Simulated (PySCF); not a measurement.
**What an electron can do to PF**

CCSD(T) in PySCF with def2-TZVPPD on every atom, for the lowest determinant that a PBE0 search found; no spin–orbit coupling.

| species | state (unpaired electrons) | Re (Å) | ωe (cm⁻¹) | energy of the minimum from the neutral (eV) | De (eV) | dissociates to |
| --- | --- | --- | --- | --- | --- | --- |
| PF | triplet (π ↑↑) | 1.601 | 844 | 0.00 | 4.44 | P + F |
| PF⁺ | doublet (π ↑) | 1.513 | 1050 | 9.55 | 5.35 | P⁺ + F |
| PF⁻ | doublet (π ↑) | 1.714 | 628 | -0.43 | 1.62 | P + F⁻ |

Work out the lowest energy to break PF into atoms, from its vibrational ground state.

D0 = De − ωe/2 = 4.44 − 0.05 = 4.39 eV (CCSD(T)/def2-TZVPPD).

Work out the ionisation energy of the P atom at this level and the threshold of dissociative ionisation.

IE(P) = 9.55 + 5.35 − 4.44 = 10.46 eV, so P⁺ + F + e⁻ appears at D0 + IE(P) = 14.85 eV (CCSD(T)/def2-TZVPPD). The measured IE(P) is 10.487 eV (NIST ASD).

Work out the electron affinity of the F atom and the threshold of dissociative attachment.

EA(F) = 4.44 − 1.62 − (-0.43) = 3.25 eV, so P + F⁻ needs D0 − EA(F) = 1.14 eV (CCSD(T)/def2-TZVPPD). The measured EA(F) is 3.401 eV.

At which energy does ion-pair formation open?

P⁺ + F⁻ lies at D0 + IE(P) − EA(F) = 11.60 eV (CCSD(T)/def2-TZVPPD).

These are thermodynamic thresholds; the onsets seen under electron impact lie higher where the geometry changes, and cross-sections peak well above them.

Correlated steps freeze 6 core orbitals. For an ion De counts to the pair picked by the measured ionisation energies or electron affinities, which need not be the lowest pair at this level. States were picked by a PBE0 search and need not be the measured ground states.
